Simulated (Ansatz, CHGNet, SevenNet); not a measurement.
# GaS (P6₃/mmc, No. 194): properties by level of theory

```tsv
level (code)	lattice parameter a (Å)	lattice parameter c (Å)
CHGNet 0.3.0	3.641	16.315
SevenNet-l3i5	3.632	17.144
PBEsol (Ansatz)	3.569	16.015
```

Caveats: the cell comes from a level without a dispersion term, which matters for the spacing of layers, chains or molecules (PBEsol). Ansatz's density-functional and Hartree–Fock values are scalar-relativistic unless marked +SOC, with PAW data made under PBE.

Computed values are for the static lattice.

Ansatz is a program for electronic structure.
